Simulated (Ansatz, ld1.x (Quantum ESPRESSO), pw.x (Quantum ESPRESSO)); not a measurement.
**What a changed setting does to a pw.x run (fcc S)**

Potential: norm-conserving Troullier–Martins (Kleinman–Bylander form), ld1.x (Quantum ESPRESSO) 7.5, PBEsol; core [Ne], reference 3s2 3p4; waves: 3s (bound): rc 1.25 bohr; 3p (bound): rc 1.30 bohr; 3d channel at 0.15 Ry: rc 1.30 bohr; local part: the d channel; core correction: a·sin(br)/r model core inside 0.65 bohr.

The reference run (k-mesh 14³, cutoffs 120/480 Ry, Fermi–Dirac 0.01 Ry, mixing_beta 0.4, conv_thr 1e-9, no spin) gives -1.60 GPa at 14.990 Å³/atom, where all-electron LAPW gives -0.29 GPa. This run, with its own iteration cap, changes k-mesh points per axis to 2.

```
&control
  calculation='scf', prefix='x', pseudo_dir='./', outdir='./tmp', tstress=.true., disk_io='none'
/
&system
  ibrav=0, nat=1, ntyp=1, ecutwfc=120, ecutrho=480, nbnd=10,
  occupations='smearing', smearing='fd', degauss=0.01
/
&electrons
  conv_thr=1e-09, mixing_beta=0.4, electron_maxstep=60
/
ATOMIC_SPECIES
S 1.0 S.UPF
CELL_PARAMETERS angstrom
  0.00000000 1.95699874 1.95699874
  1.95699874 0.00000000 1.95699874
  1.95699874 1.95699874 0.00000000
ATOMIC_POSITIONS crystal
S 0.0000 0.0000 0.0000
K_POINTS automatic
2 2 2 0 0 0
```

```bash
pw.x < S.scf.in > S.scf.out
```

Task: How does the run end?

Result: It converges in 6 iterations; the free energy moves by +1.31 eV/atom and the pressure by +34.01 GPa.

```
Message from routine setup:
     using ibrav=0 with symmetry is DISCOURAGED, use correct ibrav instead
     lattice parameter (alat)  =       5.2300  a.u.
     unit-cell volume          =     101.1575 (a.u.)^3
     number of electrons       =         6.00
     number of Kohn-Sham states=           10
     kinetic-energy cutoff     =     120.0000  Ry
     charge density cutoff     =     480.0000  Ry
     scf convergence threshold =      1.0E-09
     Exchange-correlation= PBESOL
     number of k points=     3  Fermi-Dirac smearing, width (Ry)=  0.0100
     iteration #  1     ecut=   120.00 Ry     beta= 0.40
     total energy              =     -30.10746056 Ry
     estimated scf accuracy    <       0.00215633 Ry
     iteration #  2     ecut=   120.00 Ry     beta= 0.40
     total energy              =     -30.10752038 Ry
     estimated scf accuracy    <       0.00055752 Ry
     iteration #  3     ecut=   120.00 Ry     beta= 0.40
     total energy              =     -30.10757738 Ry
     estimated scf accuracy    <       0.00001620 Ry
     iteration #  4     ecut=   120.00 Ry     beta= 0.40
     total energy              =     -30.10757914 Ry
     estimated scf accuracy    <       0.00000002 Ry
     iteration #  5     ecut=   120.00 Ry     beta= 0.40
     total energy              =     -30.10757922 Ry
     estimated scf accuracy    <          8.8E-09 Ry
     iteration #  6     ecut=   120.00 Ry     beta= 0.40
     the Fermi energy is    12.2049 ev
!    total energy              =     -30.10757922 Ry
     estimated scf accuracy    <          1.6E-10 Ry
     smearing contrib. (-TS)   =      -0.01323267 Ry
     The total energy is F=E-TS. E is the sum of the following terms:
     one-electron contribution =       5.92770210 Ry
     hartree contribution      =       0.96085784 Ry
     xc contribution           =     -14.66726542 Ry
     ewald contribution        =     -22.31564106 Ry
     convergence has been achieved in   6 iterations
          total   stress  (Ry/bohr**3)                   (kbar)     P=      324.08
     Message from routine punch:
     Nothing written, as per user request (disk_io='none')
```

The run took about 1.2 s on one core of a shared host (Neoverse-V1, 32 threads, 247 GiB, load 23).
